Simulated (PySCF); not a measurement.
Method: PySCF with B3LYP-D3(BJ)/def2-TZVP. Gas-phase values, no solvent. One relaxed conformer stands for a flexible species; it need not be the lowest. B3LYP has the VWN-RPA correlation part, as in Gaussian. Excitations are Tamm–Dancoff values on a coarser integration grid. The basis has no diffuse functions, so Rydberg states are missing or too high.

Reference species (SMILES): `O=C` (neutral, multiplicity 1).

```json
{
 "S1–T1 gap (TDA)": "0.69 eV",
 "HOMO–LUMO gap": "6.02 eV",
 "LUMO": "-1.59 eV",
 "HOMO": "-7.61 eV"
}
```

Changed species: `O=CC=O` (O–C–C–O torsion 180°) (X = formyl; the reference has X = H).

Problem. Give the shifts of the S1–T1 gap (TDA), HOMO–LUMO gap, LUMO and HOMO.

Solution. the S1–T1 gap (TDA) falls by 0.09 eV, to 0.60 eV; the HOMO–LUMO gap decreases by 1.78 eV, to 4.24 eV; the LUMO drops by 1.83 eV, to -3.42 eV; the HOMO falls by 0.04 eV, to -7.65 eV.
